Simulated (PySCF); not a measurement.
# C5H8S: the cost of one run

Programs: PySCF 2.14.0, with routines of our own; each step states its level. All values are computed. Atoms count from 0.

## 1. The system as given

14 atoms, charge 0, multiplicity 1; geometry from: GFN2-xTB.

## 2. Magnetic properties: GIAO B3LYP/pcSseg-1

What the job is given:

```
{"job": {"kind": "mag", "xc": "B3LYP", "basis": "pcSseg-1", "isotopologues": 2}, "charge": 0, "multiplicity": 1}
C      2.127822    -0.076763    -0.335956
S      1.527411     0.665265     1.207407
C     -0.180006     0.019244     1.212591
C     -1.007287     0.560494     0.071659
C     -2.251832    -0.161630    -0.356572
C     -1.239561    -0.256349    -1.165411
H      3.175904     0.188724    -0.423780
H      1.570200     0.326930    -1.175023
H      2.019390    -1.156587    -0.281830
H     -0.583994     0.334899     2.175695
H     -0.129723    -1.071018     1.185101
H     -0.966333     1.645125    -0.003485
H     -3.254460    -0.392205    -0.094383
H     -0.808210    -0.626602    -2.063070
```

Level: GIAO B3LYP/pcSseg-1 magnetisability, rotational g tensor and spin-rotation constants, non-relativistic, gas phase.

Command:

```
$ OMP_NUM_THREADS=1 python excited_run.py task.json out
```

The driver reads the jobs from task.json and runs them one after another.

Q: Estimate the wall time and peak memory of this first job on 1 thread of Arm Neoverse N1, shared host.

About 32 s, with a peak of 0.75 GiB.
